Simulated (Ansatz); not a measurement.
Consider the isomerisation: `FC1=CCC=C1` → `C=C(F)C#CC`.

Calculated with Ansatz (gas phase, PBE0-D4/def2-TZVP geometries, no zero-point term in ΔE). CBS: MP2 limit from def2 TZ/QZ plus the TZ coupled-cluster correction, frozen cores. DFT in def2-TZVPP. B3LYP here is the variant with VWN-RPA as its local correlation; programs differ in this.

Task: Is it downhill or uphill in electronic energy at CCSD(T)/CBS, and by how much? (An estimate is asked.)

Result: The calculation gave: Uphill: ΔE = +118.8 kJ/mol.

Task: What do these levels give: r2SCAN-D4, ωB97X-V, r2SCAN, B3LYP, CCSD(T)/def2-TZVPP, HF/CBS(def2)? (Best estimate.)

Result: Ansatz gave: r2SCAN-D4 120.5, ωB97X-V 130.6, r2SCAN 119.7, B3LYP 98.4, CCSD(T)/def2-TZVPP 117.6, HF/CBS(def2) 100.9 kJ/mol.

Largest T1 diagnostic among the species: 0.012.

The D4 term adds +7.6 kJ/mol with B3LYP and +3.7 kJ/mol with PBE0; it sums over pairs of atoms, weighted by their polarisabilities, and B3LYP, whose exchange is more repulsive, gets the larger term. From PBE to PBE0 (25 % exact exchange), in def2-TZVPP and without D4, ΔE moves by +13.9 kJ/mol. In def2-TZVPP, CCSD(T) changes the Hartree–Fock value by +17.1 kJ/mol (the triples alone add +1.3 kJ/mol) and MP2 by +18.1 kJ/mol.
